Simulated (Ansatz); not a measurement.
Several settings on one geometry of Al₂H₄⁻ (that of the charge -1 doublet, r2SCAN-D4/def2-TZVPD). Ansatz on 4 threads of Arm Neoverse V1 on a shared host; times are rough.

Cartesian coordinates in Å:
```
Al -1.111 -0.561 -0.036
Al 1.111 0.561 0.036
H 2.040 0.870 -1.265
H -1.843 -1.095 -1.387
H -2.039 -0.868 1.265
H 1.843 1.094 1.388
```

Totals from different functionals, basis sets or treatments of relativity can't be compared as stabilities.

DK, ANO-RCC and x2c sets are all-electron and run with scalar relativity unless a key says otherwise. LC-ωPBE has ω = 0.4 bohr⁻¹.

The spins typed aren't always the lowest for that charge.

Question: Give the basis size and estimate the energy, ⟨S²⟩ and time of these runs.

| run | method | charge | state | further keys |
| --- | --- | --- | --- | --- |
| 1 | UKS PBE0/cc-pVDZ | -1 | doublet | fitting: {mean_field: def2-universal-jkfit}; scf: {lower_state_search: off} |
| 2 | UKS SVWN5/ANO-RCC-VTZP | -1 | doublet | scf: {omitted_lower_state_checks: [starts]} |
| 3 | UKS LC-ωPBE/def2-TZVP | -1 | doublet | scf: {omitted_lower_state_checks: [starts]}; forces asked |
| 4 | ROKS LC-ωPBE/def2-SVPD | -1 | quartet | – |

Answer: 
```csv
run,functions,energy (Eh),⟨S²⟩,wall time
1,56,-487.0190,0.75,0.35 s
2,124,-486.0001,0.75,1.2 s
3,98,-487.1063,0.76,1.2 s
4,80,-486.7929,–,1.9 s
```

The highest occupied level of an anion often lies above zero with these methods, and sets without diffuse functions describe the outer electron poorly.
